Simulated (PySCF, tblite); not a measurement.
# C3H6F2O: dynamics, then NMR shifts and electronic excitations on frames, part 2 of 2

tblite 0.8.0 and PySCF 2.14.0. Atoms count from 0. Earlier steps stand in the parts before.

**9. Shielding tensors: 800 fs, PBE0/pcSseg-1**

Job settings and geometry (Å):

```
{"job": {"kind": "nmr", "xc": "PBE0", "basis": "pcSseg-1", "pop": false}, "charge": 0, "multiplicity": 1}
C     -1.584800     0.070200     1.762800
C     -0.748600    -1.089900     1.276500
O      0.593200    -0.607400     0.958300
C      0.982800     0.560900     0.438600
F      0.692800     1.721600     1.080300
F      0.561300     0.620500    -0.850600
H     -0.999300     0.652100     2.514100
H     -1.815700     0.835800     0.972400
H     -2.487500    -0.206300     2.219200
H     -1.125600    -1.542900     0.407300
H     -0.710700    -1.883200     2.027500
H      2.088400     0.530600     0.369000
```

Level: GIAO PBE0/pcSseg-1 NMR shielding, non-relativistic, gas phase.

Standard output:

```text
coarse grid: 10240 points
cycle   1  E = -392.1969648312  dE =  7.617e-01  |g| = 8.442e-01  |ddm| = 2.819e+00
cycle   2  E = -392.1084253371  dE =  8.854e-02  |g| = 1.151e+00  |ddm| = 9.316e-01
cycle   3  E = -392.3162407750  dE = -2.078e-01  |g| = 5.248e-02  |ddm| = 5.412e-01
cycle   4  E = -392.3166220595  dE = -3.813e-04  |g| = 2.884e-02  |ddm| = 4.684e-02
cycle   5  E = -392.3167934139  dE = -1.714e-04  |g| = 6.972e-03  |ddm| = 2.094e-02
cycle   6  E = -392.3168000665  dE = -6.653e-06  |g| = 2.958e-03  |ddm| = 5.111e-03
final grid: 100272 points
cycle   7  E = -392.3759733987  dE = -3.327e-05  |g| = 1.194e-02  |ddm| = 2.133e-02
cycle   8  E = -392.3759477106  dE =  2.569e-05  |g| = 1.719e-02  |ddm| = 1.469e-02
cycle   9  E = -392.3759986786  dE = -5.097e-05  |g| = 1.203e-03  |ddm| = 8.946e-03
cycle  10  E = -392.3759989641  dE = -2.855e-07  |g| = 2.826e-04  |ddm| = 9.312e-04
cycle  11  E = -392.3759989759  dE = -1.183e-08  |g| = 9.213e-05  |ddm| = 1.929e-04
cycle  12  E = -392.3759989770  dE = -1.144e-09  |g| = 2.085e-05  |ddm| = 5.744e-05
cycle  13  E = -392.3759989771  dE = -7.685e-11  |g| = 5.344e-06  |ddm| = 1.505e-05
converged SCF energy = -392.3759989771

GIAO shielding tensors (ppm)
atom      isotropic    diamagn.    paramagn.     s11        s22        s33       span
  0 C      168.220     248.941     -80.721    153.965    169.184    181.511     27.546
  1 C      119.443     243.283    -123.840     85.268     97.357    175.705     90.436
  2 O      224.881     397.036    -172.155    190.163    223.422    261.059     70.896
  3 C       63.421     236.321    -172.900     42.385     69.058     78.819     36.434
  4 F      264.464     473.725    -209.261    174.693    288.332    330.368    155.675
  5 F      263.979     477.534    -213.555    162.714    286.641    342.583    179.869
  6 H       29.247      28.778       0.469     25.251     29.000     33.489      8.239
  7 H       29.166      30.388      -1.222     25.490     28.588     33.420      7.930
  8 H       31.478      28.574       2.904     27.311     28.213     38.909     11.598
  9 H       28.023      31.579      -3.557     24.218     26.967     32.883      8.665
 10 H       27.486      27.857      -0.371     23.203     26.616     32.639      9.436
 11 H       25.009      26.927      -1.919     21.966     22.538     30.522      8.556
```

It took 9.2 s on 1 thread of Arm Neoverse V1, shared host; peak memory 0.65 GiB.

Key values: δ C3 123.5, C1 67.5, C0 18.7, O2 111.2, H11 6.71, H10 4.23 ppm.

**10. Ultraviolet spectrum: 800 fs, PBE0/def2-SVPD**

Settings changed since step 9:

```diff
@@ -1,2 +1,2 @@
-{"job": {"kind": "nmr", "xc": "PBE0", "basis": "pcSseg-1", "pop": false}, "charge": 0, "multiplicity": 1}
+{"job": {"kind": "uv", "xc": "PBE0", "basis": "def2-SVPD", "nstates": 5, "ntriplets": 0}, "charge": 0, "multiplicity": 1}
 C     -1.584800     0.070200     1.762800
```

Level: TDDFT PBE0/def2-SVPD, vertical, gas phase, core orbitals frozen in the response.

Standard output:

```text
coarse grid: 10240 points
cycle   1  E = -391.9715483021  dE =  7.132e-01  |g| = 7.905e-01  |ddm| = 4.302e+00
cycle   2  E = -391.8862083524  dE =  8.534e-02  |g| = 1.082e+00  |ddm| = 1.693e+00
cycle   3  E = -392.0831470862  dE = -1.969e-01  |g| = 5.603e-02  |ddm| = 9.954e-01
cycle   4  E = -392.0835981071  dE = -4.510e-04  |g| = 2.991e-02  |ddm| = 8.931e-02
cycle   5  E = -392.0837823028  dE = -1.842e-04  |g| = 8.098e-03  |ddm| = 3.570e-02
cycle   6  E = -392.0837920685  dE = -9.766e-06  |g| = 2.872e-03  |ddm| = 8.608e-03
final grid: 100272 points
cycle   7  E = -392.1429907935  dE = -3.391e-05  |g| = 1.062e-02  |ddm| = 8.092e-02
cycle   8  E = -392.1429697760  dE =  2.102e-05  |g| = 1.523e-02  |ddm| = 2.454e-02
cycle   9  E = -392.1430123059  dE = -4.253e-05  |g| = 1.203e-03  |ddm| = 1.375e-02
cycle  10  E = -392.1430126078  dE = -3.019e-07  |g| = 2.815e-04  |ddm| = 1.375e-03
cycle  11  E = -392.1430126208  dE = -1.298e-08  |g| = 9.033e-05  |ddm| = 3.102e-04
cycle  12  E = -392.1430126220  dE = -1.232e-09  |g| = 2.297e-05  |ddm| = 8.158e-05
cycle  13  E = -392.1430126221  dE = -1.008e-10  |g| = 4.929e-06  |ddm| = 3.346e-05
converged SCF energy = -392.1430126221

Static polarisability (au): isotropic 45.053, principal 40.435 44.004 50.719

Singlet excitations
state   eV       nm        f      main configurations
  1   8.2986    149.4   0.00288   H->L 0.97
  2   8.9416    138.7   0.00421   H-1->L 0.96
  3   9.0376    137.2   0.00059   H->L+1 0.81, H->L+4 0.13
  4   9.1974    134.8   0.01767   H->L+2 0.78, H->L+4 0.11
  5   9.4674    131.0   0.02108   H->L+4 0.69, H->L+2 0.17
```

Run time: 17 s. Hardware: 1 thread of Arm Neoverse V1, shared host; peak memory 0.73 GiB.

In short: HOMO -8.92 eV, LUMO 0.62 eV; lowest singlet 8.30 eV.

**11. NMR shieldings: 1000 fs, PBE0/pcSseg-1**

Job settings and geometry (Å):

```
{"job": {"kind": "nmr", "xc": "PBE0", "basis": "pcSseg-1", "pop": false}, "charge": 0, "multiplicity": 1}
C     -1.353500    -1.227800     2.743700
C     -0.886200    -0.773800     1.319700
O      0.533800    -0.749800     1.265100
C      1.098600     0.225400     0.541300
F      1.001200     1.347800     1.293600
F      0.627500     0.338200    -0.734200
H     -0.875500    -2.189600     3.180600
H     -1.156700    -0.455600     3.425200
H     -2.450900    -1.242100     2.801800
H     -1.431600     0.160800     1.119600
H     -1.125900    -1.515900     0.526700
H      2.211600     0.063200     0.570000
```

With the program's defaults for keys left out, this is: GIAO PBE0/pcSseg-1 NMR shielding, non-relativistic, gas phase.

Standard output:

```text
coarse grid: 10240 points
cycle   1  E = -392.1916459025  dE =  7.119e-01  |g| = 8.529e-01  |ddm| = 2.807e+00
cycle   2  E = -392.0891575014  dE =  1.025e-01  |g| = 1.190e+00  |ddm| = 9.713e-01
cycle   3  E = -392.3146089270  dE = -2.255e-01  |g| = 4.202e-02  |ddm| = 5.723e-01
cycle   4  E = -392.3148287835  dE = -2.199e-04  |g| = 2.421e-02  |ddm| = 3.654e-02
cycle   5  E = -392.3149471207  dE = -1.183e-04  |g| = 6.569e-03  |ddm| = 1.835e-02
cycle   6  E = -392.3149542170  dE = -7.096e-06  |g| = 2.175e-03  |ddm| = 4.588e-03
final grid: 100272 points
cycle   7  E = -392.3744044113  dE = -2.998e-05  |g| = 1.119e-02  |ddm| = 1.750e-02
cycle   8  E = -392.3743843522  dE =  2.006e-05  |g| = 1.565e-02  |ddm| = 1.363e-02
cycle   9  E = -392.3744264492  dE = -4.210e-05  |g| = 1.007e-03  |ddm| = 8.126e-03
cycle  10  E = -392.3744266476  dE = -1.985e-07  |g| = 2.661e-04  |ddm| = 8.235e-04
cycle  11  E = -392.3744266585  dE = -1.091e-08  |g| = 7.852e-05  |ddm| = 1.747e-04
cycle  12  E = -392.3744266594  dE = -8.508e-10  |g| = 2.040e-05  |ddm| = 5.163e-05
converged SCF energy = -392.3744266594

GIAO shielding tensors (ppm)
atom      isotropic    diamagn.    paramagn.     s11        s22        s33       span
  0 C      165.538     242.975     -77.436    146.696    162.168    187.750     41.054
  1 C      124.530     244.725    -120.196     93.402    114.733    165.454     72.052
  2 O      224.709     396.565    -171.855    166.003    214.954    293.171    127.168
  3 C       63.419     233.786    -170.368     43.786     68.180     78.291     34.505
  4 F      264.616     474.398    -209.782    143.674    290.329    359.847    216.173
  5 F      278.699     475.949    -197.250    188.809    288.820    358.466    169.657
  6 H       28.505      25.001       3.504     24.790     26.159     34.566      9.777
  7 H       31.002      29.143       1.860     27.107     29.820     36.080      8.973
  8 H       30.284      26.210       4.074     26.436     27.397     37.020     10.584
  9 H       27.386      31.473      -4.087     22.558     29.154     30.446      7.888
 10 H       26.989      30.262      -3.273     21.409     26.903     32.655     11.246
 11 H       24.741      26.082      -1.341     21.463     22.545     30.214      8.751
```

Wall time 8.7 s (1 thread of Arm Neoverse V1, shared host); peak memory 0.65 GiB.

In short: δ C3 123.5, C1 62.4, C0 21.4, O2 111.4, H11 6.98, H10 4.73 ppm.

**12. TDDFT and polarisability: 1000 fs, PBE0/def2-SVPD**

Settings changed since step 11:

```diff
@@ -1,2 +1,2 @@
-{"job": {"kind": "nmr", "xc": "PBE0", "basis": "pcSseg-1", "pop": false}, "charge": 0, "multiplicity": 1}
+{"job": {"kind": "uv", "xc": "PBE0", "basis": "def2-SVPD", "nstates": 5, "ntriplets": 0}, "charge": 0, "multiplicity": 1}
 C     -1.353500    -1.227800     2.743700
```

Level: TDDFT PBE0/def2-SVPD, vertical, gas phase, core orbitals frozen in the response.

Standard output:

```text
coarse grid: 10240 points
cycle   1  E = -391.9665013034  dE =  6.649e-01  |g| = 8.000e-01  |ddm| = 4.122e+00
cycle   2  E = -391.8675265896  dE =  9.897e-02  |g| = 1.121e+00  |ddm| = 1.639e+00
cycle   3  E = -392.0817969860  dE = -2.143e-01  |g| = 4.543e-02  |ddm| = 9.656e-01
cycle   4  E = -392.0820434431  dE = -2.465e-04  |g| = 2.753e-02  |ddm| = 7.116e-02
cycle   5  E = -392.0821969977  dE = -1.536e-04  |g| = 7.185e-03  |ddm| = 3.138e-02
cycle   6  E = -392.0822049504  dE = -7.953e-06  |g| = 2.463e-03  |ddm| = 7.214e-03
final grid: 100272 points
cycle   7  E = -392.1416616580  dE = -2.666e-05  |g| = 1.017e-02  |ddm| = 6.595e-02
cycle   8  E = -392.1416442487  dE =  1.741e-05  |g| = 1.423e-02  |ddm| = 2.207e-02
cycle   9  E = -392.1416813244  dE = -3.708e-05  |g| = 1.008e-03  |ddm| = 1.244e-02
cycle  10  E = -392.1416815410  dE = -2.166e-07  |g| = 2.365e-04  |ddm| = 1.148e-03
cycle  11  E = -392.1416815501  dE = -9.094e-09  |g| = 8.117e-05  |ddm| = 2.383e-04
cycle  12  E = -392.1416815511  dE = -1.027e-09  |g| = 1.939e-05  |ddm| = 7.469e-05
cycle  13  E = -392.1416815512  dE = -7.049e-11  |g| = 5.030e-06  |ddm| = 2.602e-05
converged SCF energy = -392.1416815512

Static polarisability (au): isotropic 46.545, principal 41.685 43.981 53.970

Singlet excitations
state   eV       nm        f      main configurations
  1   8.1605    151.9   0.00149   H->L 0.97
  2   8.7379    141.9   0.00878   H->L+1 0.92
  3   9.0513    137.0   0.02257   H->L+2 0.93
  4   9.2355    134.2   0.05032   H->L+3 0.91
  5   9.4401    131.3   0.02251   H-1->L 0.97
```

Wall time 17 s (1 thread of Arm Neoverse V1, shared host); peak memory 0.73 GiB.

Key values: HOMO -8.70 eV, LUMO 0.70 eV; lowest singlet 8.16 eV.

**13. Comparing the runs: NMR shifts**

Shifts (ppm) of some atoms, chosen among heavy atoms and hydrogens apart, with basis size and wall time:

```csv
frame,C1,C0,H6,H7,O2,F4,F5,functions,time
250 fs,72.3,13.5,3.49,2.52,128.0,-95.5,-116.2,132,12 s
425 fs,74.7,18.5,5.93,3.16,111.6,-72.1,-63.2,132,10 s
625 fs,63.7,17.5,2.08,2.26,103.7,-44.7,-77.5,132,9.8 s
800 fs,67.5,18.7,2.47,2.55,111.2,-93.5,-93.0,132,9.2 s
1000 fs,62.4,21.4,3.21,0.71,111.4,-93.7,-107.8,132,8.7 s
```

**14. Run by run: electronic excitations**

Excitations and ground-state properties, with basis size and wall time:

```csv
frame,lowest singlet (eV),brightest (eV),f,gap (eV),α (Å³),μ (D),functions,time
250 fs,7.87,8.93,0.030,9.11,6.93,3.23,177,22 s
425 fs,8.30,9.42,0.055,9.59,6.70,1.73,177,20 s
625 fs,8.51,9.20,0.071,9.73,6.77,2.85,177,21 s
800 fs,8.30,9.47,0.021,9.55,6.68,1.94,177,17 s
1000 fs,8.16,9.24,0.050,9.40,6.90,1.24,177,17 s
```

**15. Summary of results**

This closing draws on all 2 parts.

| quantity | value |
| --- | --- |
| thermostat | 600 K |
| mean temperature, second half | 532 K |
| mean potential energy above the minimum | 0.57 eV |
| 13C shifts against TMS (PBE0/pcSseg-1, 250 fs) | 120.5, 72.3, 13.5 ppm |
| 1H shifts against TMS (PBE0/pcSseg-1, 250 fs) | 6.48, 4.84, 4.82, 3.49, 2.52, 0.49 ppm |
| 17O shifts against H2O (PBE0/pcSseg-1, 250 fs) | 128.0 ppm |
| 19F shifts against CFCl3 (PBE0/pcSseg-1, 250 fs) | -95.5, -116.2 ppm |
| lowest singlet (PBE0/def2-SVPD, 250 fs) | 7.87 eV (158 nm), f = 0.018 |
| brightest single state of those computed | state 4, 8.93 eV, f = 0.030 |
| range of the shift of F5 | -116.2 to -63.2 ppm |
| range of the lowest singlet | 7.87 to 8.51 eV |

In the second half the potential energy averages 0.57 eV above the minimum; equipartition over 30 harmonic modes at 600 K would give 0.78 eV. With 12 atoms the temperature swings widely (296 to 990 K). Shifts at one fixed geometry are not the observed spectrum, which averages over the motion. In the first frame run (250 fs): The largest span, 182 ppm, is at F4, where the paramagnetic term is -203 ppm. The first singlet state (HOMO→LUMO 0.95) lies at 7.87 eV and is weak; of the 5 states computed, the strongest absorption comes from state 4 at 8.93 eV. States above −ε(HOMO) lie where TDDFT describes them poorly and they hang on the basis; the brightest is among them. In ppm, F5 moves most: its shift spreads over 53.0 ppm, from -116.2 (250 fs) to -63.2 (425 fs). The lowest singlet runs from 7.87 eV (250 fs) to 8.51 eV (625 fs), while the orbital gap spans 9.11 to 9.73 eV. The lowest state need not be the same one in every run.
